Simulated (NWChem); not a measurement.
Basis-set dependence for disilane (H6Si2)

SMILES: [SiH3][SiH3]
```xyz
8

Si     1.1759     0.0521     0.0000
Si    -1.1759    -0.0521     0.0000
H      1.6663     0.7806     1.2230
H      1.6663     0.7806    -1.2230
H      1.7601    -1.3356     0.0000
H     -1.6663    -0.7806     1.2230
H     -1.6663    -0.7806    -1.2230
H     -1.7601     1.3356     0.0000
```
Charge 0, spin multiplicity 1.

The numbers come from NWChem runs, not from measurements. Structure: optimised with PBE/def2-SVP, a minimum by its harmonic frequencies.

Hartree-Fock energies in Ha, correlation energies in mHa.

The correlated methods keep 10 core orbitals frozen. The Pople sets run with spherical d functions. Coupled-cluster values serve here as a point of comparison, not as the truth.

```tsv
basis	functions	RHF	MP2	SCS-MP2	CCSD	CCSD+T(CCSD)	CCSD(T)	CR-CCSD[T]	CR-CCSD(T)	RI-MP2
6-31G*	48	-581.30116	-159.6	-171.8	-203.7	-208.9	-208.7	-208.1	-207.9	not run
cc-pVDZ	66	-581.33854	-214.3	-232.4	-266.3	-272.6	-272.4	-271.4	-271.3	-214.0
cc-pVTZ	152	-581.36966	-264.4	-287.7	not run	not run	not run	not run	not run	-264.3
```

From cc-pVDZ to cc-pVTZ the Hartree-Fock energy moves by -31.1 mHa and the MP2 correlation energy by -50.1 mHa, which is 19 % of its value in the larger set.
